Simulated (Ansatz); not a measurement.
fcc Rh, treated with PBEsol in Ansatz (PAW).

Numerical settings: plane-wave cutoff 520 eV, 24×24×24 k mesh, Fermi–Dirac smearing 0.05 eV, no spin polarisation, scalar-relativistic PAW data made under PBE.

A third-order Birch–Murnaghan fit to the energies gives V0 = 13.501 Å³/atom, B0 = 295 GPa, B′ = 5.1.

| V (Å³/atom) | P (GPa) |
|---|---|
| 12.693 | 21.35 |
| 12.963 | ? |
| 13.233 | ? |
| 13.503 | -0.04 |
| 13.773 | -5.59 |
| 14.043 | -10.50 |
| 14.313 | -14.84 |

Q: Estimate the withheld pressures from this fit; the answers are the runs' own values.

A: 
- 12.963, P (GPa): 13.34
- 13.233, P (GPa): 6.25

The formula P = (3/2) B0 (x^(7/3) − x^(5/3)) [1 + (3/4)(B′ − 4)(x^(2/3) − 1)] with x = V0/V meets the computed pressures within 0.04 GPa when these rounded values are put in.

Measured, for comparison: bulk modulus 271 GPa (corrected for temperature and zero-point phonon effects, our sources range from 271 to 289; as tabulated in Levämäki et al. (2014), arXiv:1402.3671); equilibrium volume per atom 13.65 Å³/atom (static lattice: zero-point anharmonic expansion removed; as tabulated in Mejia-Rodriguez and Trickey (2018), arXiv:1807.09216). Computed (rounded) less measured: bulk modulus +9 % (+2 % to +9 % over the range), equilibrium volume per atom -1.1 %.

Computing time: around 50 core-seconds (rough).

Ansatz is a quantum-chemistry and plane-wave program.
